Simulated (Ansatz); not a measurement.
Relaxation of BClH4 (6 atoms, charge 0, multiplicity 1), to a largest force component of 0.03 eV/Å in at most 50 steps.

These are results of RKS B3LYP-D4/def2-SVPD in Ansatz, not measurements.

```xyz
6
Properties=species:S:1:pos:R:3
B -0.001 0.259 -0.010
H -0.003 0.409 1.179
H 1.041 0.259 -0.602
H -1.043 0.147 -0.592
Cl 0.073 -2.603 1.068
H 0.062 -1.396 1.647
```

Problem. Where does it end, and by what steps?

Solution. The forces met the threshold. After 9 steps the energy has fallen by 0.118 eV; H6 moved furthest, 0.65 Å.

```tsv
step	energy less start (eV)	largest force component (eV/Å)	accepted
0	0.0000	0.993	yes
1	-0.0013	1.162	yes
2	-0.0465	0.434	yes
3	-0.0819	0.186	yes
4	-0.0804	1.097	no
5	-0.0976	0.339	yes
6	-0.1105	0.365	yes
7	-0.1156	0.120	yes
8	-0.1174	0.036	yes
9	-0.1182	0.012	yes
```

```xyz
6
Properties=species:S:1:pos:R:3
B -0.001 0.234 -0.036
H -0.005 0.689 1.078
H 1.037 0.150 -0.635
H -1.042 0.079 -0.615
Cl 0.094 -2.187 0.820
H 0.045 -1.888 2.077
```

Whether the end is a true minimum wasn't checked by a vibrational analysis.

Run time: 15 s on 1 thread of Intel(R) Xeon(R) 6975P-C (Granite Rapids), on a shared host, peak memory 0.14 GiB.
